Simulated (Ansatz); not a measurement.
Process, species as SMILES: N (NH3) → 3 H atom + N atom
B3LYP-D3(BJ)/def2-TZVP geometries, fixed; electronic energies without zero-point terms.
Largest species:
```
N
H 1 1.0136
H 1 1.0136 2 107.33
H 1 1.0136 2 107.33 3 -115.09
```
Charge 0, spin multiplicity 1.

Basis-set convergence of the atomisation energy at PBE0 with Ansatz (a first-principles code). Cartesian d functions, on some or all atoms, in 6-31G*, 6-31+G*; all else is spherical. The program fits the integrals of some runs and decomposes those of others, by size. Open shells are unrestricted. No added dispersion term, no relativity. Functions are those of the species that has most. Reference: the value in pcseg-4, 295.28 kcal/mol, itself unsure by roughly 0.05 kcal/mol (its mean distance from aug-pcseg-3, aug-cc-pVQZ, cc-pV5Z). Deviations are taken from unrounded values.

```csv
basis,functions,atomisation energy (kcal/mol)
6-31G*,21,284.97
6-31+G*,25,288.18
cc-pVDZ,29,284.69
aug-cc-pVDZ,50,290.67
def2-SVP,29,289.07
def2-SVPD,44,296.62
pcseg-1,29,287.44
aug-pcseg-1,50,292.12
6-311G**,36,290.05
6-311+G**,40,292.55
def2-TZVP,49,292.51
def2-TZVPD,64,293.69
cc-pVTZ,72,293.25
aug-cc-pVTZ,115,294.75
pcseg-2,72,294.70
aug-pcseg-2,115,295.25
def2-TZVPP,73,294.18
def2-TZVPPD,88,295.08
cc-pVQZ,145,294.62
aug-cc-pVQZ,218,295.27
def2-QZVPP,147,294.92
def2-QZVPPD,162,295.13
pcseg-3,159,295.29
aug-pcseg-3,232,295.31
```

What the diffuse functions change, pair by pair:
- 6-31G* to 6-31+G*: 4 more functions, deviation -10.31 to -7.10 kcal/mol
- cc-pVDZ to aug-cc-pVDZ: 21 more functions, deviation -10.60 to -4.61 kcal/mol
- def2-SVP to def2-SVPD: 15 more functions, deviation -6.21 to 1.33 kcal/mol
- pcseg-1 to aug-pcseg-1: 21 more functions, deviation -7.84 to -3.16 kcal/mol
- 6-311G** to 6-311+G**: 4 more functions, deviation -5.24 to -2.73 kcal/mol
- def2-TZVP to def2-TZVPD: 15 more functions, deviation -2.77 to -1.59 kcal/mol
- cc-pVTZ to aug-cc-pVTZ: 43 more functions, deviation -2.03 to -0.54 kcal/mol
- pcseg-2 to aug-pcseg-2: 43 more functions, deviation -0.58 to -0.03 kcal/mol
- def2-TZVPP to def2-TZVPPD: 15 more functions, deviation -1.10 to -0.20 kcal/mol
- cc-pVQZ to aug-cc-pVQZ: 73 more functions, deviation -0.66 to -0.02 kcal/mol
- def2-QZVPP to def2-QZVPPD: 15 more functions, deviation -0.36 to -0.15 kcal/mol
- pcseg-3 to aug-pcseg-3: 73 more functions, deviation 0.01 to 0.03 kcal/mol

They bring the value nearer the reference by more than 0.05 kcal/mol in 11 of 12 pairs.
